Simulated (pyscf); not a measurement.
HCl + F–BH–Cl → Cl–BH–Cl + HF (four-centre exchange; singlet surface; Cl–H, B–F broken, B–Cl, F–H formed). Structures and frequencies: ωB97X-D3(BJ)/def2-SVP in PySCF. MP2 and CC: frozen core, UHF for open shells. ΔMP2 is the change of the MP2 total energy from the triple- to the quadruple-zeta basis. Energies in kcal/mol from the separated reactants.

```tsv
level	barrier	reaction energy
r²SCAN/def2-TZVP	22.8	+14.7
B3LYP-D3(BJ)/def2-TZVP	27.2	+14.9
ωB97M-D3(BJ)/def2-TZVP	(withheld)	+14.8
HF/def2-TZVP	46.9	+18.0
MP2/def2-QZVPP	25.2	+11.4
CCSD(T)/def2-TZVPP	28.4	+13.6
CCSD(T)/def2-TZVPP + ΔMP2(QZVPP)	(withheld)	(withheld)
```

Question: What belongs in the gaps?

Answer: 
- ωB97M-D3(BJ)/def2-TZVP, barrier: 26.5
- CCSD(T)/def2-TZVPP + ΔMP2(QZVPP), barrier: 28.1
- CCSD(T)/def2-TZVPP + ΔMP2(QZVPP), reaction energy: +13.0

Of the functionals in the table, B3LYP-D3(BJ) is closest to CCSD(T)/def2-TZVPP + ΔMP2(QZVPP) in the barrier (0.9 kcal/mol apart) and r²SCAN least close (5.3 kcal/mol); that level has limits of its own. This is the saddle that the search found; another between the same sides may lie lower. The CCSD(T) − MP2 part came from Ansatz, without density fitting, on the same reference.
